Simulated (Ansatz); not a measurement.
# SiH2Cl− (SMILES [SiH2-]Cl): levels of theory compared

Wanted: a comparison of 6 runs (HF/STO-3G, B3LYP/STO-3G, BHLYP/STO-3G, CAM-B3LYP/STO-3G, r2SCAN0/STO-3G, CCSD/STO-3G) of SiH2Cl−. 

Program for the calculation: Ansatz 0.2.0.

1 further run of the same task is left out (set aside as unsound or not needed).

## 1. The system as given

SiH2Cl− has 4 atoms, charge -1, and is taken as a singlet. SMILES: `[SiH2-]Cl`. The H4–Si1 distance was set to 2.985 Å, away from the relaxed value. At this shape a bond of the SMILES string is far longer than usual.

Bond lengths: Si1–Cl2 2.290 Å, Si1–H3 1.492 Å. Angles: Cl2–Si1–H3 95.2°.

## 2. The energy at HF/STO-3G (run 1)

in.yaml

```yaml
crystal:
  periodic: [false, false, false]
  atoms:
    - {symbol: Si, position_ang: [-0.762613, 0.193626, 1.701631]}
    - {symbol: Cl, position_ang: [1.397387, -0.360084, 2.222241]}
    - {symbol: H, position_ang: [-1.245793, -1.215184, 1.613091]}
    - {symbol: H, position_ang: [-0.213160, 0.668840, -1.193830]}
basis:
  gaussian:
    orbitals: STO-3G
total_charge: -1
hamiltonian:
  xc: hf
accuracy: high
```

Launch:

```
$ ansatz run in.yaml --threads 1 --pin off --max-ram 2610MiB --events-out events.jsonl --progress --plain --runs-dir runs
```

Standard output:

```text
Warning: RAYON_NUM_THREADS=1 ignored (pool sized by the plan → 1); use --threads N
Functional definition: HF
  name "HF"
  exchange = exact_x
  correlation = 0
337 factors; integrals over basis functions are off by at most 2.0e-8 eV
mean field evaluation 1: about -20161.6540 eV, gradient 1.3e1 eV
mean field evaluation 2: about -20161.6883 eV, gradient 1.3e1 eV
mean field evaluation 4: about -20164.0029 eV, gradient 1.3e0 eV
mean field evaluation 8: about -20164.0241 eV, gradient 3.2e-2 eV
mean field -20164.02411938 eV, -741.0142187208 hartree, gradient 7.9e-9 eV, S^2 0.000000; 0 other end points of the search recorded, 0 dependent functions left out
reference -20164.02411938 eV, -741.0142187208 hartree; 17, 17 occupied and 3, 3 virtual orbitals, 337 factors
Total energy: -20164.02411938 eV, -741.0142187208 hartree
```

Run time: 0.12 s. Hardware: 1 thread of Arm Neoverse V1, shared host.

## 3. The energy at B3LYP/STO-3G (run 2)

Edit in.yaml of step 2 so:

```diff
@@ -12,3 +12,3 @@
 hamiltonian:
-  xc: hf
+  xc: {name: B3LYP}
 accuracy: high
```

Launch:

```
$ ansatz run in.yaml --threads 1 --pin off --max-ram 2610MiB --events-out events.jsonl --progress --plain --runs-dir runs
```

Standard output:

```text
Warning: RAYON_NUM_THREADS=1 ignored (pool sized by the plan → 1); use --threads N
Functional definition: B3LYP
  name "B3LYP"
  parameter a0 = 0.2
  parameter ax = 0.72
  parameter ac = 0.81
  exchange = (1 - a0 - ax)*slater_x + ax*b88_x + a0*exact_x
  correlation = (1 - ac)*vwn_rpa_c + ac*lyp_c
337 factors; integrals over basis functions are off by at most 2.0e-8 eV
mean field evaluation 1: about -20193.6046 eV, gradient 1.8e1 eV
mean field evaluation 2: about -20176.2791 eV, gradient 3.2e1 eV
mean field evaluation 4: about -20197.8578 eV, gradient 7.1e0 eV
mean field evaluation 8: about -20197.8576 eV, gradient 7.1e0 eV
mean field evaluation 16: about -20198.2088 eV, gradient 3.4e-8 eV
mean field -20198.20875284 eV, -742.2704808294 hartree, gradient 3.4e-8 eV, S^2 0.000000; 0 other end points of the search recorded, 0 dependent functions left out
reference -20198.20878208 eV, -742.2704819039 hartree; 17, 17 occupied and 3, 3 virtual orbitals, 337 factors
Total energy: -20198.20878208 eV, -742.2704819039 hartree
```

Run time: 1.1 s. Hardware: 1 thread of Arm Neoverse V1, shared host; peak memory 0.091 GiB.

Runs 3 to 5 aren't shown in full; the table further down has their settings and results.

## 4. A single-point energy at CCSD/STO-3G (run 6)

input.yaml

```yaml
crystal:
  periodic: [false, false, false]
  atoms:
    - {symbol: Si, position_ang: [-0.762613, 0.193626, 1.701631]}
    - {symbol: Cl, position_ang: [1.397387, -0.360084, 2.222241]}
    - {symbol: H, position_ang: [-1.245793, -1.215184, 1.613091]}
    - {symbol: H, position_ang: [-0.213160, 0.668840, -1.193830]}
basis:
  gaussian: {orbitals: STO-3G}
total_charge: -1
correlation: {method: ccsd, frozen_orbitals: {Cl: 5, H: 0, Si: 5}}
accuracy: high
scf: {omitted_lower_state_checks: [cluster_reference, increment]}
```

Launch:

```
$ ansatz run input.yaml --threads 1 --pin off --max-ram 2610MiB --events-out events.jsonl --progress --plain --runs-dir runs
```

Standard output:

```text
Warning: RAYON_NUM_THREADS=1 ignored (pool sized by the plan → 1); use --threads N
[... 11 lines left out ...]
10 core orbitals not correlated: weight in the atoms' cores, before any rotation towards them, 1.000 or more for the frozen orbitals, at most 0.000 for the correlated occupied ones
[... 31 lines left out ...]
WARN: these amplitudes may be one of several solutions (largest doubles amplitude 0.63, level shift 4.29 eV)
Total energy: -20167.17861709 eV, -741.1301443733 hartree
Checks for a lower state left out: cluster_reference, increment
```

Run time: 0.16 s. Hardware: 1 thread of Arm Neoverse V1, shared host.

## 5. The series

```
run             level  frozen core orbitals  energy (Eh)  wall time
  1         HF/STO-3G                     –  -741.014219     0.12 s
  2      B3LYP/STO-3G                     –  -742.270482      1.1 s
  3      BHLYP/STO-3G                     –  -742.261700     0.99 s
  4  CAM-B3LYP/STO-3G                     –  -742.212827      1.2 s
  5    r2SCAN0/STO-3G                     –  -742.240197      2.6 s
  6       CCSD/STO-3G                    10  -741.130144     0.16 s
```

## 6. Results

```
                                           quantity          value
                                run 6: total energy  -741.13014 Eh
run 6: correlation energy (10 core orbitals frozen)     -115.9 mEh
                               run 6: T1 diagnostic          0.088
```

In words: Totals of different functionals can't be ranked against each other. In run 6 the T1 diagnostic is large, so a single reference may not serve. In run 6 the log says that unrestricted orbitals would lower the reference, so the values rest on an unstable closed-shell determinant (other closed-shell runs at this shape may share the fault). In runs 1, 2, 3, 4, 5, 6 the basis is minimal, so the values are rough. All runs together took 6.1 s, the longest 2.6 s.
